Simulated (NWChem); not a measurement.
Molecule: LiF; SMILES [Li][F]

Program: NWChem. Coordinates come from a PBE0-D3(BJ)/def2-TZVP optimisation. Static field.

```csv
level,isotropic polarisability (bohr³),anisotropy (bohr³)
PBE/Sadlej pVTZ,12.1,1.1
B3LYP/Sadlej pVTZ,10.5,0.8
Hartree-Fock/Sadlej pVTZ,…,0.5
"LDA (Slater exchange, VWN5)/Sadlej pVTZ",11.8,1.0
```

**Question.** Fill in the missing entries.

**Answer.** 
- Hartree-Fock/Sadlej pVTZ, isotropic polarisability (bohr³): 7.4
